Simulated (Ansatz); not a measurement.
**AlHO (singlet): from Hartree-Fock to the top rungs at a displaced geometry (v2), cc-pVDZ**

An exercise on one series of results from a longer session: the logs are not shown, and one member is left open.

Program: Ansatz 0.2.0, Gaussian basis. Level of theory: cc-pVDZ, core rule «outside noble gas», up to 6 orbitals frozen. These are calculated values, not measurements.

To be run: UHF; CCSD(T) on RHF; BCCD(T) on RHF; CISD; CCSDT(Q) on RHF.

31 further runs of the same task are left out: 12 for a known fault of the program, 4 that didn't finish, 15 set aside as unsound or not needed.

### The system

The geometry is a PBE0/def2-TZVP stationary point (not a proven minimum) with its atoms shifted at random (size 0.100 Å).

3 atoms, charge 0, spin multiplicity 1.

Atoms are counted from 1 here; the program's logs count them from 0.

Bond lengths: Al1–O2 1.591 Å, Al1–H3 1.574 Å. Angles: O2–Al1–H3 170.8°.

As a file:

```
Al    0.0844    0.0052    0.0035
O    -0.0805    0.0136   -1.5787
H    -0.0039   -0.0188    1.5752
```

Set-up of the first run:

The input, in.yaml:

```yaml
crystal:
  periodic: [false, false, false]
  atoms:
    - {symbol: Al, position_ang: [0.084376, 0.005225, 0.003469]}
    - {symbol: O, position_ang: [-0.080498, 0.013599, -1.578686]}
    - {symbol: H, position_ang: [-0.003878, -0.018825, 1.575217]}
basis:
  gaussian: {orbitals: cc-pVDZ}
magnetization: {spin_polarized: true, initial_magnetization: 0}
hamiltonian: {xc: hf}
output: {orbitals: {seedname: orbitals}}
```

Run with:

```
> ansatz run in.yaml --threads 1 --pin off --events-out ev --progress --plain --max-ram 2393MiB
```

Steps of the session up to this table: UHF; CCSD(T) on RHF; BCCD(T) on RHF; CISD; CCSDT(Q) on RHF.

One of the session's tables, all rows but one given; the rest of the session is left out.

| method | from RCCSDT(Q) (meV) |
| --- | --- |
| RHF | +7724.1 |
| RMP2 | +441.9 |
| CISD | +924.9 |
| RCCSD | +386.6 |
| RCCSD(T) | +78.4 |
| BCCD(T) | +71.4 |
| RCCSDT | ? |
| RCCSDT(Q) | 0 |

Estimate the missing values for RCCSDT.

**Answer.** from RCCSDT(Q) (meV): +54.1. In the column «from RCCSDT(Q) (meV)» it lies between RCCSDT(Q) (0) and BCCD(T) (+71.4).
